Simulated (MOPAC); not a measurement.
MOPAC input (PM7):

```
PM7 PRECISE GNORM=0.05 LET XYZ UHF MS=0.5 GEO-OK AUX(PRECISION=9) THREADS=1
C2H5O

C    -0.05597168 1    1.17374823 1   -0.34374154 1
O    -0.24944197 1    0.11586462 1    0.47547716 1
C     0.18257024 1   -1.13520039 1   -0.03911133 1
H     0.70352290 1    1.10180967 1   -1.11412819 1
H    -0.33963666 1    2.12104925 1    0.08788748 1
H     0.00612759 1   -1.87648924 1    0.73690867 1
H    -0.38403480 1   -1.39909118 1   -0.93654013 1
H     1.24996536 1   -1.10548243 1   -0.28082782 1
```

**Question.** What heat of formation does the run end on?

**Answer.** -17.90 kcal/mol.
